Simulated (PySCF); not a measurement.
1,1-difluoroethane: calculation against experiment

**The experiment to reproduce.**

From NIST CCCBDB Release 22 (SRD 101), experimental dipoles, for the gas: dipole moment (dielectric constant against temperature) 2.262 ± 0.008 D.

The runs below try to reproduce these values; the comparison stands at the end.

Compound: 1,1-difluoroethane, C₂H₄F₂.
Atom-mapped SMILES: `[CH3:1][CH:2]([F:3])[F:4]` (hydrogens: H5, H6, H7 on C1; H8 on C2)

Geometry (PBE0-D3(BJ)/def2-SVP, Å), atoms numbered from 1 in this order:
```
atom  x, y, z in Å
C1    -0.6781   -0.1254   -0.3647
C2     0.6071    0.0817    0.3812
F3     1.6159   -0.5786   -0.2351
F4     0.9326    1.3960    0.3997
H5    -0.5624    0.2454   -1.3931
H6    -0.9308   -1.1941   -0.3948
H7    -1.4949    0.4220    0.1249
H8     0.5653   -0.2696    1.4284
```

The PySCF runs (gas phase, on this PBE0-D3(BJ)/def2-SVP geometry; no spin–orbit coupling):

```tsv
level	job	basis functions	wall time
PBE0-D3(BJ)/def2-SVP, grid level 1	geometry optimisation from a GFN2-xTB start shaken at random	76	13 s
```

Hardware: an Arm Neoverse V1 with one thread, no GPU (shared host).

## Comparison

**Dipole moment.** Measured: 2.262 D (NIST CCCBDB Release 22 (SRD 101), experimental dipoles).

```csv
level,computed (D),computed − measured (D),% (from the printed values)
PBE0-D3(BJ)/def2-SVP,2.074,-0.188,-8
```

The computed dipoles belong to one fixed geometry; measured ones are averaged over vibrations unless marked μe. Magnitudes are compared, not signs.

No measured geometry was used, and the causes of the misses weren't examined.
